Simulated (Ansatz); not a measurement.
# Worked example: correlation energy of [Cl···H···Cl], doublet

Geometry: a point of a hydrogen-transfer path between rigid fragments, not a stationary point.

```xyz
3

Cl    0.0000    0.0000   -1.5110
H     0.0000    0.0000   -0.0050
Cl    0.0000    0.0000    1.5160
```

Basis cc-pVDZ; Ansatz 0.2.0. Correlated methods freeze the noble-gas cores, which leaves 15 electrons in 31 orbitals. R marks a restricted (for open shells ROHF) determinant, U an unrestricted one.

Full CI isn't at hand for all of this; UCCSDT(Q) serves as the reference, and is uncertain by about the last step of the cluster series.

Runs differ by some tens of microhartree through their thresholds and, for an open shell, their frozen cores, so steps under 0.03 kcal/mol mean nothing.

| level | total energy (hartree) |
| --- | --- |
| UHF | -919.520907 |
| UMP2 | -919.792136 |
| UCCSD | -919.825927 |
| UCCSD(T) | -919.831612 |
| UCCSDT | -919.832300 |
| UCCSDT(Q) | -919.832871 |

Q: What is the correlation energy at UCCSDT(Q), and what share of it do UMP2 and UCCSDT recover?

A: E(corr) = -919.832871 − (-919.520907) = -0.311964 hartree = -8.489 eV. UMP2: -0.271229 / -0.311964 = 86.94 %. UCCSDT: -0.311393 / -0.311964 = 99.82 %.

Q: By how many kcal/mol does UCCSD(T) miss UCCSDT(Q) (1 hartree = 627.509 kcal/mol), and which steps make up the rest?

A: -919.831612 − (-919.832871) = 0.001259 hartree = 0.79 kcal/mol. Steps: UCCSDT − UCCSD(T) = -0.43, UCCSDT(Q) − UCCSDT = -0.36 kcal/mol. That is within 1 kcal/mol of the reference in this basis, which itself misses far more of the correlation at the basis-set limit.
